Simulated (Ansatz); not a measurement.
# BHO2 (triplet): relaxing a cheap start

Aim: relax a generated start of BHO2 (triplet) and see which bonds hold.

Computed with Ansatz 0.2.0, Gaussian basis. Level: UKS PBE0/def2-TZVP.

**1. The system as given**

4 atoms, charge 0, spin multiplicity 3.

Atoms are counted from 1 here; the program's logs count them from 0.

Bond lengths: B1–O2 1.349 Å, B1–H4 1.163 Å, O2–O3 1.315 Å. Angles: O2–B1–H4 115.2°, B1–O2–O3 124.8°.

The start was built by rule and, where that kept it together, relaxed with GFN2-xTB. Sticks and bond lists go by distance. 

**2. Relaxation**

in.yaml reads:

```yaml
crystal:
  periodic: [false, false, false]
  atoms:
    - {symbol: B, position_ang: [-1.292983, -0.145503, -0.001734]}
    - {symbol: O, position_ang: [-0.051086, 0.379991, 0.003021]}
    - {symbol: O, position_ang: [1.060764, -0.321441, -0.002109]}
    - {symbol: H, position_ang: [-2.158671, 0.631250, 0.004108]}
basis:
  gaussian: {orbitals: def2-TZVP}
magnetization: {spin_polarized: true, initial_magnetization: 2}
hamiltonian: {xc: pbe0}
relax: {f_tol: 0.004, max_steps: 80}
```

The run is started by

```bash
> ansatz run in.yaml --threads 1 --pin off --events-out ev --progress --plain --max-ram 2176MiB
```

Before running it: what results should come out? Wanted: energy gained; shift from the start; total energy; dipole moment; ⟨S²⟩.

**Answer**, as computed:

```
                  quantity          value
                     steps              5
             energy gained       0.096 eV
shift from the start (rms)        0.079 Å
              total energy  -4777.6707 eV
             dipole moment         1.18 D
                      ⟨S²⟩          2.006
```

What this shows: The bonds of the start are those of the end. O2–O3 went from 1.315 to 1.345 Å. No vibrations were run, so this is a stationary point, not a proven minimum, and this spin need not be the ground state's.
